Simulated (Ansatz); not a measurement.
## Multireference treatment of CH4O, singlet

Calculated in Ansatz's Gaussian-basis code. Basis aug-cc-pVTZ, nonrelativistic, 2 orbitals frozen in the corrections. State-specific CASSCF; RHF is the lowest restricted (open-shell) Hartree–Fock solution met. Solutions may break the symmetry of the shape. No proof that the lowest CASSCF solution was found.

Geometry:

```xyz
6

C    -0.0503    0.6685    0.0000
O    -0.0503   -0.7585    0.0000
H    -1.0807    1.0417    0.0000
H     0.4650    1.0417    0.8924
H     0.4650    1.0417   -0.8924
H     0.8544   -1.0677    0.0000
```

**Question.** What do CASSCF and its corrections give against RHF in CAS(6,5), and what are the occupations?

**Answer.** CASSCF -1.469 eV, SC-NEVPT2 -11.513 eV; occupations 2.00, 1.98, 1.98, 0.02, 0.02.

**Question.** Roughly how much CPU time does a whole run from the default start take (median of such runs, summed over threads; nearly all runs on one pinned thread of a shared server, mostly Xeon at 2.3 to 2.6 GHz, by a development driver)?

**Answer.** CAS(6,5): about 3.1 min. Other jobs ran beside these, and the count of passes differs.
